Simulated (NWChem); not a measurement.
Species: NH$_{2}$, doublet; SMILES [NH2]

All runs: NWChem. Spin-unrestricted. In the optimisation the excess spin sits in b2 (C2v, its own frame). No stability test was run on the SCF state. Each level has its own optimisation; frequencies are unscaled.

### Question
Taking B3LYP/def2-TZVPP as the yardstick, which of these has the fewest basis functions while keeping “zero-point energy (kcal/mol)” within 0.2 kcal/mol of it: B3LYP/def2-SVP; B3LYP/def2-TZVPD; B3LYP/def2-TZVP; B3LYP/def2-SVPD; B3LYP/STO-3G?

### Answer
B3LYP/def2-SVP.
| level | basis functions | zero-point energy (kcal/mol) |
|---|---|---|
| B3LYP/STO-3G | 7 | 12.3 |
| B3LYP/def2-SVP | 24 | 11.8 |
| B3LYP/def2-SVPD | 36 | 11.9 |
| B3LYP/def2-TZVP | 43 | 11.9 |
| B3LYP/def2-TZVPD | 55 | 11.9 |
| B3LYP/def2-TZVPP | 59 | 11.9 |

The yardstick is one finite set, not the basis-set limit.
